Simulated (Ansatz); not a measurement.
Mulliken charges of `Clc1ccc[nH]1` from ωB97M-V/def2-TZVPP in Ansatz (PBE0-D4/def2-TZVP geometry).

| atom | x (Å) | y (Å) | z (Å) | charge (e) |
| --- | --- | --- | --- | --- |
| Cl1 | 1.692 | 0.279 | -2.210 | -0.048 |
| C2 | 0.681 | 0.029 | -0.862 | 0.058 |
| C3 | 0.383 | -1.116 | -0.174 | -0.168 |
| C4 | -0.513 | -0.737 | 0.859 | -0.176 |
| C5 | -0.722 | 0.612 | 0.758 | -0.068 |
| N6 | 0.014 | 1.071 | -0.298 | -0.107 |
| H7 | 0.764 | -2.099 | -0.392 | 0.123 |
| H8 | -0.954 | -1.390 | 1.595 | 0.119 |
| H9 | -1.329 | 1.281 | 1.346 | 0.143 |
| H10 | 0.066 | 2.020 | -0.620 | 0.124 |

**Question.** By hand: the dipole of these point charges (1 e Å = 4.8032 D).

**Answer.** Σ q r = (-0.170, 0.159, 0.172) e Å, of length 0.289 e Å = 1.39 D.

**Question.** How does the dipole of the full density compare? (Best estimate.)

**Answer.** Ansatz gave: (-0.156, 0.320, 0.110) e Å, 1.79 D; the point charges give 0.78 times that, at 27° from its direction.

Point charges leave out the atoms' own dipoles, such as those of lone pairs, and Mulliken's split depends on the basis, so the two needn't agree.
